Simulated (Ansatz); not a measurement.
```yaml
crystal:
  periodic: [false, false, false]
  atoms:
    - {symbol: Mn, position_ang: [-0.406935, 0.000685, -0.001024]}
    - {symbol: N, position_ang: [1.317107, -0.002218, 0.003314]}
    - {symbol: H, position_ang: [1.939938, 0.824803, 0.002362]}
    - {symbol: H, position_ang: [1.937136, -0.831332, 0.007393]}
basis:
  gaussian: {orbitals: def2-TZVP}
hamiltonian: {xc: pbe0}
relax: {f_tol: 0.004, max_steps: 80}
```

```sh
$ ansatz run in.yaml --threads 1 --pin off --events-out ev --progress --plain --max-ram 2176MiB
```

Steps of the relaxation (energy above the last step; positions in Å, forces in eV/Å):

```
4
step 1, 31.1 meV
Mn   -0.407    0.001   -0.001   -0.460    0.001   -0.001
N     1.317   -0.002    0.003    1.789   -0.003    0.005
H     1.940    0.825    0.002   -0.665   -0.562    0.000
H     1.937   -0.831    0.007   -0.663    0.564   -0.003
```

```
4
step 2, 7.1 meV
Mn   -0.404    0.001   -0.001   -0.300    0.001   -0.001
N     1.328   -0.002    0.003    0.853   -0.001    0.002
H     1.933    0.819    0.002   -0.277   -0.129    0.000
H     1.930   -0.825    0.007   -0.276    0.130   -0.001
```

```
4
step 3, 0.3 meV
Mn   -0.406    0.001   -0.001   -0.009    0.000    0.000
N     1.340   -0.002    0.003    0.045    0.000    0.000
H     1.928    0.821    0.002   -0.018    0.063    0.000
H     1.925   -0.827    0.007   -0.019   -0.062    0.000
```

```
4
step 6, 0.0 meV
Mn   -0.404    0.001   -0.001    0.000    0.000    0.000
N     1.342   -0.002    0.003    0.000    0.000    0.000
H     1.926    0.825    0.002    0.000    0.000    0.000
H     1.923   -0.831    0.007    0.000    0.000    0.000
```

Close pairs at the end: N2–H4 1.012 Å, N2–H3 1.012 Å, Mn1–N2 1.746 Å.

A stationary point of restricted PBE0 after 6 steps (its stability towards spin polarisation wasn't tested); no frequencies were run, so it isn't proven a minimum. 39 s on 1 thread of Arm Neoverse V1, shared host.
